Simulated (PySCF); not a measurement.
Bonds (- single, = double, # triple, : aromatic): C1:C2, C2:C3, C3:C4, C4:C5, C5:C6, C6:C7, C7:C8, C8:C9, C9:C10, C10:C11, C11:C12, C12:C13, C13:C14, C14:C1, C13:C4, C11:C6. C1 carries H15; C2 carries H16; C3 carries H17; C5 carries H18; C7 carries H19; C8 carries H20; C9 carries H21; C10 carries H22; C12 carries H23; C14 carries H24.

Geometry: PBE0-D3(BJ)/def2-SVP; GIAO absolute shieldings from PySCF 2.14, gas phase, non-relativistic, averaged over equivalent atoms.

At PBE/pcSseg-1 (288 basis functions):
| atoms | σ (ppm) |
| --- | --- |
| C4/C6/C11/C13 | 47.5 |
| C3/C7/C10/C14 | 47.7 |
| C5/C12 | 49.8 |
| C1/C2/C8/C9 | 51.1 |
| H18/H23 | 22.86 |
| H17/H19/H22/H24 | 23.16 |
| H15/H16/H20/H21 | 23.59 |

Problem. What do these become at PBE0/pcSseg-1?

Solution. 
```tsv
atoms	σ at PBE0/pcSseg-1	change
C4/C6/C11/C13	49.6	+2.1
C3/C7/C10/C14	50.0	+2.3
C5/C12	52.5	+2.7
C1/C2/C8/C9	53.3	+2.2
H18/H23	22.72	-0.14
H17/H19/H22/H24	23.08	-0.08
H15/H16/H20/H21	23.57	-0.02
```

The largest change is at C5/C12 (aromatic CH). Cost: 288 basis functions. The order of the carbon signals is the same at both levels.
